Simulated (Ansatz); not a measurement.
H$_{4}$NOPS, SMILES `NP(O)S` from Hartree–Fock to CCSD(T)

Z-matrix (Å, degrees):
```
N
P 1 1.673
H 1 1.011 2 120.0
H 1 1.007 2 116.3 3 -142.6
O 2 1.654 1 105.4 3 46.9
S 2 2.126 1 93.4 3 -53.4
H 5 0.962 2 109.3 1 128.6
H 6 1.343 2 94.4 1 164.8
```

The species carries charge 0 and has multiplicity 1. Geometry: relaxed with PBE0-D4/def2-TZVP. It is one conformer, not always the lowest. Frozen core, restricted reference, Ansatz. CBS rows extrapolate triple and quadruple zeta; past MP2 they add the triple-zeta difference.

```
     basis     HF (Eh)  MP2 corr.
  def2-SVP  -869.60627   -0.60356
def2-TZVPP  -870.04485   -0.78381
def2-QZVPP  -870.07345   -0.84894
```

**Question.** Estimate the CCSD correlation energy and the (T) correction in each basis where they were run (hartree).

**Answer.** 
| basis | CCSD corr. | (T) |
| --- | --- | --- |
| def2-SVP | -0.64434 | -0.01755 |
| def2-TZVPP | -0.81876 | -0.03499 |
| CBS(def2) | -0.93214 | as TZ |
